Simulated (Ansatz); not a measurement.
Hf, dhcp: how the functional moves the structure

All rows: Ansatz, plane waves with scalar-relativistic PAW, 420 eV (500 eV for the SCAN forms), relaxed under each functional, no dispersion correction, no zero-point motion. B₀ comes from uniform scaling at fixed shape; a dash is a value not given.

```csv
functional,V (Å³/atom),cell,B₀ (GPa),magnetic state,ΔE to hcp (meV/atom)
PBE,22.68,"a = 3.200 Å, c = 10.234 Å (c/a = 3.198)",105,spin not included,51
r²SCAN,22.52,"a = 3.193 Å, c = 10.207 Å (c/a = 3.197)",110,spin not included,55
PBEsol,21.73,"a = 3.154 Å, c = 10.088 Å (c/a = 3.198)",111,spin not included,54
LDA,20.90,"a = 3.111 Å, c = 9.975 Å (c/a = 3.206)",116,spin not included,57
revPBE,23.13,"a = 3.220 Å, c = 10.303 Å (c/a = 3.199)",102,spin not included,49
RPBE,23.30,"a = 3.228 Å, c = 10.330 Å (c/a = 3.200)",101,spin not included,48
BLYP,23.27,"a = 3.227 Å, c = 10.317 Å (c/a = 3.197)",100,spin not included,51
```

LDA gives the smallest volume and RPBE the largest.
